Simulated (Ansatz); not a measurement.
# SiAsH3⁺ (H-bridged), doublet: reading a ladder of total energies

Geometry: that of the SiAsH3 (H-bridged), singlet, kept fixed.

```
atom    x (Å)    y (Å)    z (Å)
  Si  -0.0418   0.0000   1.5269
  As  -0.0034   0.0000  -0.6438
   H   1.2924   0.0000   0.4670
   H   0.0615   1.1927   2.4197
   H   0.0615  -1.1927   2.4197
```

Basis cc-pVTZ; Ansatz 0.2.0. Only valence electrons are correlated (noble-gas cores and the filled d shells of p-block atoms frozen), which leaves 11 electrons in 100 orbitals. Prefix R: restricted or restricted open-shell reference; prefix U: unrestricted. No spin–orbit coupling is included, and no scalar relativity.

Full CI isn't at hand for all of this; UCCSDT(Q) serves as the reference, and is uncertain by about the last step of the cluster series.

Runs differ by some tens of microhartree through their thresholds and, for an open shell, their frozen cores, so steps under 0.03 kcal/mol mean nothing.

| level | total energy (hartree) |
| --- | --- |
| UHF | -2524.615523 |
| UMP2 | -2524.831498 |
| UCCSD | -2524.869202 |
| UCCSD(T) | -2524.879518 |
| UCCSDT | -2524.881001 |
| UCCSDT(Q) | -2524.881530 |

Task: What is the correlation energy at UCCSDT(Q), and what share of it do UMP2 and UCCSDT recover?

Result: E(corr) = -2524.881530 − (-2524.615523) = -0.266007 hartree = -7.238 eV. UMP2: -0.215975 / -0.266007 = 81.19 %. UCCSDT: -0.265478 / -0.266007 = 99.80 %.

Task: By how many kcal/mol does UCCSD(T) miss UCCSDT(Q) (1 hartree = 627.509 kcal/mol), and which steps make up the rest?

Result: -2524.879518 − (-2524.881530) = 0.002012 hartree = 1.26 kcal/mol. Steps: UCCSDT − UCCSD(T) = -0.93, UCCSDT(Q) − UCCSDT = -0.33 kcal/mol. Differences between like states or geometries often cancel part of this.
